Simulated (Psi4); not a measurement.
**C4N2 (2-butynedinitrile): the vertical energy of the triplet above the singlet from total energies**

The species is C4N2 (6 atoms), meant as a singlet with charge 0. As SMILES, `N#CC#CC#N`. Geometry: relaxed at PBE0-D4/def2-TZVP.

Both states at this one shape; open shells run unrestricted unless said. 1 Eh = 27.2114 eV.

| level | program | singlet C4N2 (Eh) | triplet C4N2 (Eh) |
| --- | --- | --- | --- |
| SVWN5/cc-pVDZ | Psi4 | -259.556244 | -259.415976 |
| BLYP/cc-pVDZ | Psi4 | -261.778077 | -261.642613 |
| PBE/cc-pVDZ | Psi4 | -261.526976 | -261.391766 |

Problem. Work out the vertical gap, second state less first, at each level.

Solution. 
1. SVWN5/cc-pVDZ: -259.415976 − (-259.556244) = 0.140268 Eh = 3.82 eV.
2. BLYP/cc-pVDZ: -261.642613 − (-261.778077) = 0.135464 Eh = 3.69 eV.
3. PBE/cc-pVDZ: -261.391766 − (-261.526976) = 0.135210 Eh = 3.68 eV.

No measured value is set beside it here; the levels span 3.68 to 3.82 eV.
